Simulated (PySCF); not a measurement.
**Potential energy of CN⁺ along the bond**

Set-up: basis C STO-3G, N STO-3G; no relativity; PySCF 2.14. Energies in eV from C⁺ + N in their ground configurations at the same level. State: ³Π (triplet), unpaired electrons σ ↑, π ↑.

All columns are PBE0. A positive dipole points towards N; it is taken about the centre of mass and depends on that origin.

```json
{"R (Å)": "1.152", "E (eV)": "-2.844", "μ (D)": "-1.88", "Mulliken charge on C (basis-dependent)": "0.73", "HOMO (eV)": "-22.00", "LUMO (eV)": "-18.45", "Mayer bond order": "2.61", "⟨S²⟩": "2.01"}
{"R (Å)": "1.206", "E (eV)": "-3.706", "μ (D)": "-1.82", "Mulliken charge on C (basis-dependent)": "0.71", "HOMO (eV)": "-21.45", "LUMO (eV)": "-17.71", "Mayer bond order": "2.60", "⟨S²⟩": "2.01"}
{"R (Å)": "1.260", "E (eV)": "-4.180", "μ (D)": "-1.75", "Mulliken charge on C (basis-dependent)": "0.69", "HOMO (eV)": "-20.75", "LUMO (eV)": "-17.03", "Mayer bond order": "2.58", "⟨S²⟩": "2.01"}
{"R (Å)": "1.300", "E (eV)": "-4.345", "μ (D)": "-1.70", "Mulliken charge on C (basis-dependent)": "0.68", "HOMO (eV)": "-20.26", "LUMO (eV)": "-16.56", "Mayer bond order": "2.55", "⟨S²⟩": "2.01"}
{"R (Å)": "1.340", "E (eV)": "-4.387", "μ (D)": "-1.65", "Mulliken charge on C (basis-dependent)": "0.67", "HOMO (eV)": "-19.79", "LUMO (eV)": "-16.11", "Mayer bond order": "2.51", "⟨S²⟩": "2.01"}
{"R (Å)": "1.380", "E (eV)": "-4.335", "μ (D)": "-1.60", "Mulliken charge on C (basis-dependent)": "0.67", "HOMO (eV)": "-19.34", "LUMO (eV)": "-15.68", "Mayer bond order": "2.47", "⟨S²⟩": "2.01"}
{"R (Å)": "1.434", "E (eV)": "-4.159", "μ (D)": "-1.52", "Mulliken charge on C (basis-dependent)": "0.66", "HOMO (eV)": "-18.74", "LUMO (eV)": "-15.15", "Mayer bond order": "2.39", "⟨S²⟩": "2.01"}
{"R (Å)": "1.501", "E (eV)": "-3.852", "μ (D)": "-1.35", "Mulliken charge on C (basis-dependent)": "0.66", "HOMO (eV)": "-18.02", "LUMO (eV)": "-14.82", "Mayer bond order": "2.11", "⟨S²⟩": "2.14"}
{"R (Å)": "1.581", "E (eV)": "-3.505", "μ (D)": "-1.23", "Mulliken charge on C (basis-dependent)": "0.65", "HOMO (eV)": "-17.46", "LUMO (eV)": "-14.45", "Mayer bond order": "1.69", "⟨S²⟩": "2.41"}
{"R (Å)": "1.688", "E (eV)": "-3.117", "μ (D)": "-1.20", "Mulliken charge on C (basis-dependent)": "0.64", "HOMO (eV)": "-16.95", "LUMO (eV)": "-13.97", "Mayer bond order": "1.26", "⟨S²⟩": "2.66"}
```

A fit through these points gives, at Re = 1.336 Å, μ = -1.65 D and dμ/dR = 1.22 D/Å; the reduced mass is 6.462 u.

How strong is the fundamental in the double-harmonic approximation, I = 42.26·(dμ/dR)²/μred km/mol?

I = 42.26·(1.22)²/6.462 = 9.73 km/mol at PBE0.

⟨S²⟩ of the unrestricted solution departs from its pure value on part of the curve, where spin states mix. For an ion De counts to the pair picked by the measured ionisation energies or electron affinities, which need not be the lowest pair at this level. STO-3G is very small, so such numbers show the basis as much as the molecule. The state is the lowest determinant that a PBE0 search found; another state may lie lower at other levels.
